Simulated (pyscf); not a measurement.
## Four-centre exchange: trichlorosilane (Cl–SiH(Cl)–Cl) + hydrogen (H₂) -> trichlorosilane (Cl–SiH(Cl)–Cl) + hydrogen (H₂)

Gas phase, singlet surface, charge 0. Bonds broken: Si2–H5, H6–H7. Bonds formed: Si2–H6, H5–H7. Single points on ωB97X-D3(BJ)/def2-SVP structures (PySCF, gas phase).

Transition state (Å):

```xyz
7

Cl     1.5117     0.6736    -0.5658
Si    -0.3900    -0.0316    -0.0866
Cl    -0.6068     0.7602     1.7904
Cl    -1.4498     0.6605    -1.6972
H     -1.6377    -1.0567     0.2452
H      0.3177    -1.5722    -0.2155
H     -0.6688    -1.6071     0.0246
```

One imaginary mode, 1613i cm⁻¹; descent along it reached the two sides named.

```
bond    change  reactant side (Å)  saddle  product side
------  ------  -----------------  ------  ------------
Si2–H5  breaks              1.471   1.649           3.3
H6–H7   breaks              0.760   1.016           3.0
Si2–H6   forms                4.1   1.700         1.471
H5–H7    forms                2.9   1.136         0.760
```

Electronic energies relative to the separated reactants (kJ/mol):

| level | barrier | reaction energy | reverse barrier |
|---|---|---|---|
| ωB97X-D3(BJ)/def2-TZVP | 279.6 | 0.0 | 279.6 |
| PBE/def2-TZVP | 247.3 | 0.0 | 247.3 |
| r²SCAN/def2-TZVP | 258.2 | 0.0 | 258.2 |
| B3LYP-D3(BJ)/def2-TZVP | 276.4 | 0.0 | 276.4 |
| PBE0-D3(BJ)/def2-TZVP | 256.6 | 0.0 | 256.6 |
| M06-2X/def2-TZVP | 290.2 | 0.0 | 290.2 |
| ωB97M-D3(BJ)/def2-TZVP | 278.0 | 0.0 | 278.0 |
| HF/def2-TZVP | 354.6 | 0.0 | 354.6 |

With ωB97M-D3(BJ)/def2-TZVP energies and thermal terms (ideal gas, 1 atm, RRHO with modes under 100 cm⁻¹ raised to 100, one conformer, R ln 2 for chiral ones without a mode under 150 cm⁻¹), in kJ/mol:

```tsv
T (K)	ΔH‡	ΔG‡	ΔH	ΔG
298	282.5	315.5	0.0	0.0
600	278.2	350.8	0.0	0.0
900	276.9	387.5	0.0	0.0
1200	277.4	424.3	0.0	0.0
```

At the saddle there is also a short H–Si contact that neither side keeps. The same reactants have a lower exit, to Cl–SiH₂–Cl + HCl (barrier +252.2 kJ/mol at ωB97M-D3(BJ)/def2-TZVP, against +278.0 kJ/mol here). This is the saddle that the search found; another between the same sides may lie lower.
